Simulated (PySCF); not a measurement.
Excitation energies in several basis sets

Difluorosilane, F2H2Si.
InChI=1S/F2H2Si/c1-3-2/h3H2

TDDFT with PBE0 (PySCF), vertical singlets, core orbitals frozen in the response, spherical d and f functions. Isolated species at its PBE0-D3(BJ)/def2-SVP geometry, gas phase.

```tsv
basis	functions	diffuse	S1 (eV)	S2 (eV)	S3 (eV)	S4 (eV)	S5 (eV)	LUMO (eV)	α (au)
6-31G*	50	no	8.87	9.38	10.74	10.86	10.99	0.81	19.2
def2-SVP	56	no	8.93	9.46	10.91	11.02	11.20	0.83	20.2
6-31+G*	62	yes	8.38	8.72	9.34	10.28	10.44	-0.11	22.4
def2-SVPD	86	yes	8.47	8.72	9.75	10.62	10.81	0.13	26.2
aug-cc-pVDZ	91	yes	8.26	8.51	9.06	9.93	10.31	-0.20	26.4
def2-TZVP	111	no	8.46	8.84	10.57	10.69	10.76	0.20	23.8
def2-TZVPD	141	yes	8.30	8.53	9.44	10.41	10.59	-0.06	26.5
aug-cc-pVTZ	188	yes	8.24	8.48	9.03	9.86	10.32	-0.22	26.6
```

Problem. How much do these states and the polarisability depend on the basis?

Solution. States are compared by their number. Against the largest diffuse basis here (aug-cc-pVTZ, itself not a converged limit), sets without diffuse functions differ by up to 0.70 eV in S1 and 0.88 eV in S5; the smaller diffuse sets differ by up to 0.24 and 0.49 eV. State by state, the largest deviation of a set without diffuse functions is S1 0.70, S2 0.98, S3 1.88, S4 1.16, S5 0.88 eV. The same number needn't mean the same state in each row. Against aug-cc-pVTZ the polarisability deviates by -28% in 6-31G*, -24% in def2-SVP, -16% in 6-31+G*, -2% in def2-SVPD, -1% in aug-cc-pVDZ, -11% in def2-TZVP, 0% in def2-TZVPD. A single + in a Pople set puts diffuse functions on heavy atoms only.
